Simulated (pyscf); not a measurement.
HO–SiH₂–F + H• → F–SiH₂• + H₂O (substitution at O; doublet surface; O–Si broken, H–O formed). Structures and frequencies: ωB97X-D3(BJ)/def2-SVP in PySCF. MP2 and CC: frozen core, UHF for open shells. ΔMP2 is the change of the MP2 total energy from the triple- to the quadruple-zeta basis. Energies in kJ/mol from the separated reactants.

```tsv
level	barrier	reaction energy
ωB97X-D3(BJ)/def2-TZVP	147.7	+60.2
B3LYP-D3(BJ)/def2-TZVP	107.0	+43.4
PBE0-D3(BJ)/def2-TZVP	114.9	+47.5
M06-2X/def2-TZVP	___	+58.5
ωB97M-D3(BJ)/def2-TZVP	133.4	+58.2
MP2/def2-QZVPP	150.9	+64.6
CCSD(T)/def2-TZVPP + ΔMP2(QZVPP)	___	___
```

Question: What belongs in the gaps?

Answer: 
- M06-2X/def2-TZVP, barrier: 134.5
- CCSD(T)/def2-TZVPP + ΔMP2(QZVPP), barrier: 138.5
- CCSD(T)/def2-TZVPP + ΔMP2(QZVPP), reaction energy: +48.8

Of the functionals in the table, M06-2X is closest to CCSD(T)/def2-TZVPP + ΔMP2(QZVPP) in the barrier (3.9 kJ/mol apart) and B3LYP-D3(BJ) least close (31.5 kJ/mol); that level has limits of its own. The same reactants have a lower exit, to HO–SiH•–F + H₂ (barrier +28.5 kJ/mol at ωB97M-D3(BJ), against +133.4 kJ/mol here). This is the saddle that the search found; another between the same sides may lie lower. The angle at the attacked O is 137°. The CCSD(T) − MP2 part came from Ansatz, without density fitting, on the same reference.
